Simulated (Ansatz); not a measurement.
B, treated with HSE06 in Ansatz (plane waves, PAW).

Numerical settings: plane-wave cutoff 520 eV, 6×6×6 k mesh, Fermi–Dirac smearing 0.01 eV, scalar-relativistic PAW data made under PBE.

Starting structure:

```yaml
crystal:
  lattice:
    - [2.45400, 1.41682, 4.18853]
    - [-2.45400, 1.41682, 4.18853]
    - [0.00000, -2.83364, 4.18853]
  atoms:
    - { symbol: B, position: [0.01040, 0.65729, 0.01040] }
    - { symbol: B, position: [0.01040, 0.01040, 0.65729] }
    - { symbol: B, position: [0.65729, 0.01040, 0.01040] }
    - { symbol: B, position: [0.98960, 0.34271, 0.98960] }
    - { symbol: B, position: [0.98960, 0.98960, 0.34271] }
    - { symbol: B, position: [0.34271, 0.98960, 0.98960] }
    - { symbol: B, position: [0.22060, 0.63230, 0.22060] }
    - { symbol: B, position: [0.22060, 0.22060, 0.63230] }
    - { symbol: B, position: [0.63230, 0.22060, 0.22060] }
    - { symbol: B, position: [0.77940, 0.36770, 0.77940] }
    - { symbol: B, position: [0.77940, 0.77940, 0.36770] }
    - { symbol: B, position: [0.36770, 0.77940, 0.77940] }
```

Q: Into what structure does the relaxation of cell and atoms lead at this level, with the symmetry of the start kept?

A: The volume drops by 1.8 %; final space group R-3m.
```yaml
crystal:
  lattice:
    - [2.43894, 1.40812, 4.16461]
    - [-2.43894, 1.40812, 4.16461]
    - [0.00000, -2.81625, 4.16461]
  atoms:
    - { symbol: B, position: [0.01027, 0.65416, 0.01027] }
    - { symbol: B, position: [0.01027, 0.01027, 0.65416] }
    - { symbol: B, position: [0.65416, 0.01027, 0.01027] }
    - { symbol: B, position: [0.98973, 0.34584, 0.98973] }
    - { symbol: B, position: [0.98973, 0.98973, 0.34584] }
    - { symbol: B, position: [0.34584, 0.98973, 0.98973] }
    - { symbol: B, position: [0.22085, 0.63099, 0.22085] }
    - { symbol: B, position: [0.22085, 0.22085, 0.63099] }
    - { symbol: B, position: [0.63099, 0.22085, 0.22085] }
    - { symbol: B, position: [0.77915, 0.36901, 0.77915] }
    - { symbol: B, position: [0.77915, 0.77915, 0.36901] }
    - { symbol: B, position: [0.36901, 0.77915, 0.77915] }
```

Ansatz is a first-principles code.
